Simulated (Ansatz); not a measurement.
A made-up structure of CH₅OS (charge +1), singlet:

C1  (-0.791, 0.662, -0.005)
S2  (0.738, -0.068, 0.505)
O3  (0.709, -1.467, -0.252)
H4  (-1.588, 0.169, 0.553)
H5  (-0.917, 0.548, -1.082)
H6  (-0.734, 1.717, 0.279)
H7  (-0.204, -1.781, -0.349)
H8  (1.023, -2.178, 0.331)
(Å)

It is relaxed with PBE-D4/def2-SVP and then PBE0-D4/def2-TZVP (Ansatz 0.2.0). Atoms count as bonded within 1.22 times the sum of their covalent radii (H–H: 0.88 Å). The end point is not checked to be a true minimum.

(1) Does its bonding change? (Judge from chemistry; the calculation decides.)

## Answers

(1) The calculation gives: No: no bond forms or breaks.

Where it ends: The first stage lowers the energy by 1.33 eV in 13 steps. It ends as CH₅OS ([CH3][S][OH2]), total charge +1:
C1  (-0.796, 0.753, -0.095)
S2  (0.499, -0.079, 0.763)
O3  (0.368, -1.688, -0.040)
H4  (-1.780, 0.335, 0.116)
H5  (-0.591, 0.875, -1.157)
H6  (-0.738, 1.746, 0.381)
H7  (0.113, -2.406, 0.566)
H8  (1.160, -1.932, -0.554)
(Å)

Labels in which every atom is bracketed show which atoms are joined, not bond orders.

For scale, one of the runs: PBE0-D4/def2-TZVP relaxation, 129 basis functions, launched by `ansatz run in.yaml --threads 2 --pin off --events-out ev --progress --plain --max-ram 4352MiB`. Hardware: 2 CPU threads of an Intel Xeon Platinum 8375C, shared host. Wall time about 18 s.
